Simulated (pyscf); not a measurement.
A first-order saddle from PySCF, ωB97X-D3(BJ)/def2-SVP:

```xyz
7

O      1.0422     1.3307    -0.7485
C      0.2620     0.5247    -0.3458
C     -0.5925    -0.6295    -0.4897
C     -0.5576    -0.0297     0.7061
H     -1.2047    -1.6778    -1.0695
H     -0.9139    -0.0038     1.7382
H     -1.6963    -2.4381    -1.3603
```
Charge 0, spin multiplicity 2.

Surface: doublet, charge 0. Lowest wavenumbers (cm⁻¹): 1641i, 181, 236, 551, 578.

Which two sides does it connect, and which bonds change?

cyclic C₃H₂O (SMILES O=c1cc1) + H• <-> cyclic C₃HO (SMILES O=c1[c]c1) [doublet] + H₂, a hydrogen abstraction read from left to right: C–H broken and H–H formed. At ωB97M-D3(BJ)/def2-TZVP it lies +0.51 eV from the left side and +0.72 eV from the right (each side as separated species at their lowest minima found). One saddle was located; it need not be the lowest between these sides. The angle at the transferred H is 172°.
